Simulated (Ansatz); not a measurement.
Compare A (`C/C=C/C(C)C`) with its isomer B (`C/C=C(\C)CC`).

Isolated molecules relaxed with PBE0-D4/def2-TZVP in Ansatz; ΔE leaves out vibrations. CCSD(T)/CBS adds triple-zeta CCSD(T) − MP2 to the extrapolated MP2 energy (def2 sets, frozen cores). Double bonds are as drawn, so ΔE can hold a change between cis and trans. DFT in def2-TZVPP. B3LYP here is the variant with VWN-RPA as its local correlation; programs differ in this. One conformer a species, not always the lowest.

Which is lower in electronic energy at CCSD(T)/CBS, and by how much? (Estimate.)

Ansatz gave: B, by 0.4 kcal/mol. So small a gap doesn't settle the order.

Give E(B) − E(A) in kcal/mol with CCSD/def2-TZVPP, B2PLYP, PBE0-D4, LDA (SPW92), B3LYP, CCSD(T)/def2-TZVPP, B3LYP-D4. (Estimate.)

Computed: CCSD/def2-TZVPP -0.3, B2PLYP -0.7, PBE0-D4 -1.2, LDA (SPW92) -1.5, B3LYP -0.9, CCSD(T)/def2-TZVPP -0.4, B3LYP-D4 -1.2. None reverses the order clearly.

Largest T1 diagnostic: 0.009.

Leaving LDA and LC-ωPBE aside and taking each functional with its dispersion term where it has one, the values, not all of them listed here, spread over 0.9 kcal/mol, from PBE-D4 to ωB97M-V.
